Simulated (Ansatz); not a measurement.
# AlF2H: the cost of one run

All numbers below are computed with Ansatz 0.2.0 (RKS BHLYP/def2-SVPD).

## (1) Starting point

Bond lengths: Al1–H2 1.560 Å, Al1–F3 1.690 Å, Al1–F4 1.690 Å. Angles: H2–Al1–F3 120.0°, H2–Al1–F4 120.0°, F3–Al1–F4 120.0°.

Coordinates:

```xyz
4

Al    0.0000    0.0000    0.0000
H     0.0000    0.0000    1.5600
F     1.4635    0.0000   -0.8450
F    -1.4635    0.0000   -0.8450
```

## (2) Relaxing the start

File input.yaml:

```yaml
crystal:
  periodic: [false, false, false]
  atoms:
    - { symbol: Al, position_ang: [0.0, 0.0, 0.0] }
    - { symbol: H, position_ang: [0.0, 0.0, 1.56] }
    - { symbol: F, position_ang: [1.4635, 0.0, -0.845] }
    - { symbol: F, position_ang: [-1.4635, 0.0, -0.845] }
basis:
  gaussian: { orbitals: def2-SVPD }
hamiltonian:
  xc: { name: BHLYP }
relax:
  f_tol: 0.02
  max_steps: 40
output:
  orbitals: {}
```

Started as:

```console
> ansatz run input.yaml --threads 2 --pin off --max-ram 3072MiB --backend cpu --events-out ev --progress --plain --runs-dir out
```

What time and memory should one allow on 2 threads of Arm Neoverse V1, shared host?

About 5.6 s, with a peak of 0.13 GiB.
